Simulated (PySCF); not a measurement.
Species: CH7NSi.
SMILES: `CN[SiH3]`

A linear-response calculation (PySCF, def2-SVPD basis, gas phase, vertical, core orbitals frozen in the response) gave these numbers; the functional is withheld.

Orbital energies (eV): HOMO-3 -10.09, HOMO-2 -9.52, HOMO-1 -9.47, HOMO -6.77, LUMO 0.35, LUMO+1 1.05, LUMO+2 1.29.

| state | E (eV) | f | main configurations (H = HOMO, L = LUMO) |
| --- | --- | --- | --- |
| S1 | 5.70 | 0.0029 | H→L (98%) |
| S2 | 6.67 | 0.024 | H→L+1 (60%), H→L+2 (37%) |
| S3 | 6.74 | 0.0069 | H→L+2 (56%), H→L+1 (37%) |
| S4 | 7.23 | 0.0053 | H→L+3 (90%) |
| S5 | 7.35 | 0.014 | H→L+5 (84%), H→L+4 (12%) |
| S6 | 7.50 | 0.039 | H→L+4 (84%), H→L+5 (13%) |

Triplets, Tamm–Dancoff:

| state | E (eV) | λ (nm) | main configurations (H = HOMO, L = LUMO) |
| --- | --- | --- | --- |
| T1 | 5.42 | 228.9 | H→L (93%) |
| T2 | 6.42 | 193.2 | H→L+1 (74%), H→L+2 (17%) |
| T3 | 6.55 | 189.4 | H→L+2 (72%), H→L+1 (15%), H→L+3 (9%) |
| T4 | 6.99 | 177.4 | H→L+4 (69%), H→L+3 (23%) |

Vertical ionisation energy by ΔSCF with the same functional: 8.91 eV. Mean static polarisability: 50.9 au.

Problem. Which of these was used?
A. HF
B. PBE
C. PBE0
D. wB97X-D

Solution. C. PBE0 is a global hybrid with 25% exact exchange. In this run −ε(HOMO) = 6.77 eV differs from the ΔSCF value by -2.15 eV, and S1 differs from the orbital gap of 7.12 eV by -1.41 eV. The ratio −ε(HOMO)/IP is 0.76. Usual ranges for neutral molecules in this basis: 0.7 to 0.83 with PBE0, 0.5 to 0.7 with PBE, 0.89 to 0.99 with wB97X-D; Hartree–Fock can't fall below 1, since the ion's relaxation only lowers the ΔSCF value. The other options: PBE, a GGA without exact exchange; HF, time-dependent Hartree–Fock, 100% exact exchange; wB97X-D, range-separated, 22% exact exchange at short range and 100% at long range (ω = 0.2 bohr⁻¹).

Computed, not measured: TDDFT PBE0/def2-SVPD, vertical, gas phase, core orbitals frozen in the response (PySCF). Geometry: PBE0-D3(BJ)/def2-SVP; no solvent, vibrations or thermal averaging.

On an Arm Neoverse N1 with one thread, no GPU, shared host with 64 logical CPUs at a one-minute load of 39, this took 18 s of wall time and 0.52 GiB of memory at its peak.
